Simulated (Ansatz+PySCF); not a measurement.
Results of a calculation; reference values are marked as such.
A run of Ansatz (development build ahead of 0.2.0) on doublet C2H3O2 at this shape:

```yaml
atoms:
  - { symbol: C, position_ang: [0.0000, -0.1165, -1.0438] }
  - { symbol: C, position_ang: [0.0000, 0.2953, 0.2889] }
  - { symbol: O, position_ang: [0.0000, -0.7497, 1.1625] }
  - { symbol: H, position_ang: [0.0000, -0.3612, 2.0490] }
  - { symbol: H, position_ang: [0.0000, -1.1656, -1.3043] }
  - { symbol: H, position_ang: [0.0000, 0.6439, -1.8107] }
  - { symbol: O, position_ang: [0.0000, 1.4538, 0.6584] }
```

Its results:

```yaml
Converged: yes
Reference_energy: -227.26618 hartree
Correlation_energy: -0.76945 hartree
Total_energy: -228.03563 hartree
Spin_squared_of_the_determinant: 0.750
Stability_test: minimum among restricted orbitals
Occupied_orbitals_by_symmetry_in_an_Abelian_subgroup_alpha;_beta: 13 A' 3 A''; 13 A' 2 A''
```

Forces (eV/Å):
| atom | Fx | Fy | Fz |
| --- | --- | --- | --- |
| C1 | 0.000 | -0.656 | -2.104 |
| C2 | 0.000 | 0.370 | 1.867 |
| O3 | 0.000 | -0.119 | 0.073 |
| H4 | 0.000 | 0.063 | -0.080 |
| H5 | 0.000 | 0.187 | 0.010 |
| H6 | 0.000 | -0.153 | 0.099 |
| O7 | 0.000 | 0.309 | 0.135 |

(1) Which input gives this output? Name the method, the orbitals and the basis set, and write the input.

Results:

(1) ROHF-MP2 in cc-pVTZ.

```yaml
crystal:
  periodic: [false, false, false]
  atoms:
    - { symbol: C, position_ang: [0.0, -0.11651, -1.04378] }
    - { symbol: C, position_ang: [0.0, 0.29533, 0.28894] }
    - { symbol: O, position_ang: [0.0, -0.7497, 1.16248] }
    - { symbol: H, position_ang: [0.0, -0.36118, 2.049] }
    - { symbol: H, position_ang: [0.0, -1.16557, -1.30434] }
    - { symbol: H, position_ang: [0.0, 0.6439, -1.81069] }
    - { symbol: O, position_ang: [0.0, 1.45375, 0.65839] }
basis:
  gaussian: { orbitals: cc-pVTZ }
magnetization:
  initial_magnetization: 1
hamiltonian:
  xc: hf
correlation:
  method: mp2
  frozen_orbitals: { C: 1, H: 0, O: 1 }
output:
  forces: true
```
